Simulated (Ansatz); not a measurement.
Born–Oppenheimer molecular dynamics of BH$_{6}$N (8 atoms, charge 0, multiplicity 1). It starts from a rough guess of a transition structure, not a stationary point.

These are results of Ansatz, UKS PBE/def2-SVP, not measurements.

- ensemble: NVE (velocity Verlet)
- time step: 0.5 fs
- steps asked: 150
- starting velocities drawn for: 300 K
- seed: 336386

First frame:

```xyz
8
Properties=species:S:1:pos:R:3
B -0.320 -0.732 -0.077
H 0.966 -0.861 -0.864
H -1.226 -0.775 -0.812
H -0.252 -1.383 0.888
H 0.840 0.032 -0.466
N 0.184 0.970 0.242
H -0.485 1.618 -0.142
H 0.293 1.131 1.231
```

Q: How far do the bonds stretch over the last three quarters of this one trajectory? (Pairs bonded in most of those frames.)

A: 
```tsv
bond	mean (Å)	spread (Å)	shortest	longest
B1–H2	1.246	0.066	1.11	1.36
B1–H3	1.251	0.080	1.12	1.37
B1–H4	1.247	0.077	1.12	1.37
B1–N6	1.737	0.047	1.63	1.79
H5–N6	1.037	0.044	0.97	1.10
N6–H7	1.044	0.032	0.98	1.10
N6–H8	1.044	0.041	0.97	1.12
```

Mean temperature of the second half: 1320 K. The conserved energy stayed within 0.83 meV per atom of its start (net change -0.23 meV per atom), so the integration is sound. The system heated up, since it started high on the potential surface and ran downhill. A run of 0.075 ps of so small a system gives no equilibrium averages. The orbitals stay closed-shell, which can raise the energy where a bond breaks towards radicals; this wasn't checked here.

The run took 4.3 min on 1 thread of Arm Neoverse V1 (shared host), peak memory 0.1 GiB.
